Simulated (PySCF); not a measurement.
Gas-phase reaction: 2 AlCl₃.H₂O ⇌ AlOH + H₂O + 4 Cl + AlHCl₂

Method: PySCF energies plus ideal-gas RRHO corrections (1 bar). † marks an energy on the PBE0/def2-TZVP geometry and frequencies. CCSD(T) freezes the core. Open shells (unrestricted): Cl (multiplicity 2); the rest are closed-shell singlets. Spin-orbit splitting is ignored; it lowers the true energy and changes the entropy of Cl. B3LYP is the form with VWN-RPA correlation. Adducts (AlCl₃.H₂O) have no counterpoise correction, and HF, PBE, BLYP, B3LYP and PBE0 lack dispersion. AlCl₃.H₂O, AlHCl₂: computed as isolated molecules; such fragments, hydroxides, amides, oligomers or adducts are transient or little studied in the gas. CCSD(T) isn't extrapolated to the basis-set limit.

r2SCAN/def2-TZVP† gives ΔH°(298 K) = 1628 kJ.

**Question.** What do B3LYP/def2-TZVP†, CCSD(T)/def2-TZVPP†, HF/def2-TZVP† give?

**Answer.** B3LYP/def2-TZVP†: 1485 kJ; CCSD(T)/def2-TZVPP†: 1547 kJ; HF/def2-TZVP†: 1267 kJ. For scale, ΔH°(298 K) is 1628 kJ at this level, 1603 kJ at ωB97M-V/def2-TZVP†, and runs from 1267 to 1807 kJ over the 18 levels computed.
